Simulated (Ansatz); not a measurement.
H3NOSi (`N[Si]O`), relaxed with RKS PBE0-D4/def2-TZVP in Ansatz from a PBE-D4/def2-SVP geometry. The force threshold is 0.005 eV/Å; the program also tests the step.

Total charge 0; spin multiplicity 1.

Start:

```xyz
6

N     0.406    0.088    0.838
Si   -1.220    0.166    0.209
O    -0.978   -0.120   -1.441
H     0.582    0.226    1.838
H     1.284   -0.088    0.333
H    -0.074   -0.273   -1.776
```

| step | energy (eV) | largest force (eV/Å) | largest move (Å) |
| --- | --- | --- | --- |
| 1 | -11459.3340 | 0.834 | 0.000 |
| 2 | -11459.3703 | 0.495 | 0.019 |
| 3 | -11459.3804 | 0.051 | 0.016 |
| 4 | -11459.3807 | 0.053 | 0.007 |
| 5 | -11459.3813 | 0.031 | 0.020 |
| 6 | -11459.3813 | 0.006 | 0.003 |
| 7 | -11459.3813 | 0.004 | 0.001 |

End:

```xyz
6

N     0.404    0.087    0.832
Si   -1.192    0.163    0.204
O    -0.960   -0.118   -1.411
H     0.567    0.225    1.817
H     1.265   -0.086    0.333
H    -0.084   -0.271   -1.775
```

It took 14 s on 2 threads of an AMD EPYC 7R13 on a shared host, with 0.22 GiB of host memory at the peak.
